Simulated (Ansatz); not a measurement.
Ansatz (a first-principles code) input (HF/STO-3G):

Ansatz 0.2 input:
```yaml
crystal:
  periodic: [false, false, false]
  atoms:
    - {symbol: C, position_ang: [0.89987723, -0.63980222, 0.00820165]}
    - {symbol: C, position_ang: [2.37731719, -0.24900855, 0.01729122]}
    - {symbol: C, position_ang: [0.00782472, 0.58561474, -0.00172371]}
    - {symbol: H, position_ang: [0.66398392, -1.24623472, 0.88519130]}
    - {symbol: H, position_ang: [0.67618002, -1.25155889, -0.86828578]}
    - {symbol: H, position_ang: [3.01152601, -1.13632650, 0.02439659]}
    - {symbol: Cl, position_ang: [-1.74447778, 0.13955873, -0.01255726]}
    - {symbol: H, position_ang: [2.63841844, 0.33933707, -0.86522713]}
    - {symbol: H, position_ang: [2.62614223, 0.34469621, 0.89976719]}
    - {symbol: H, position_ang: [0.15871891, 1.20107121, 0.88308760]}
    - {symbol: H, position_ang: [0.17103800, 1.19569335, -0.88807143]}
basis:
  gaussian:
    orbitals: STO-3G
hamiltonian:
  xc: {name: HF}
relax: {f_tol: 0.003, max_steps: 120}
```

Problem. What final total energy does it give?

Solution. -570.88705 Eh.
